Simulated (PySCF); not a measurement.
Gas-phase reaction: 2 AlCl₃.H₂O ⇌ Al₂O₂ + 4 HCl + 2 Cl

Method: PySCF energies plus ideal-gas RRHO corrections (1 bar). † marks an energy on the PBE0/def2-TZVP geometry and frequencies; other levels use their own. MP2 freezes the core. Open shells (unrestricted): Cl (multiplicity 2); the rest are closed-shell singlets. Spin-orbit splitting is ignored; it lowers the true energy and changes the entropy of Cl. Adducts (AlCl₃.H₂O) have no counterpoise correction, and HF, PBE, BLYP, B3LYP and PBE0 lack dispersion. AlCl₃.H₂O: computed as isolated molecules; such fragments, hydroxides, amides, oligomers or adducts are transient or little studied in the gas. MP2 isn't extrapolated to the basis-set limit. Strong static correlation: Al₂O₂.

```
level               ΔH°(298 K), kJ
------------------  --------------
M06-2X/def2-TZVP†             1451
MP2/def2-SVP†           (withheld)
PBE/def2-TZVP†          (withheld)
PBE0/def2-QZVP†               1394
PBE0/def2-SVP†                1479
PBE0/def2-TZVP          (withheld)
r2SCAN/def2-TZVP†       (withheld)
LDA/def2-TZVP†                1480
ωB97X-V/def2-TZVP†            1468
```

**Question.** Fill in the missing entries.

**Answer.** 
- MP2/def2-SVP†, ΔH°(298 K), kJ: 1413
- PBE/def2-TZVP†, ΔH°(298 K), kJ: 1320
- PBE0/def2-TZVP, ΔH°(298 K), kJ: 1397
- r2SCAN/def2-TZVP†, ΔH°(298 K), kJ: 1411
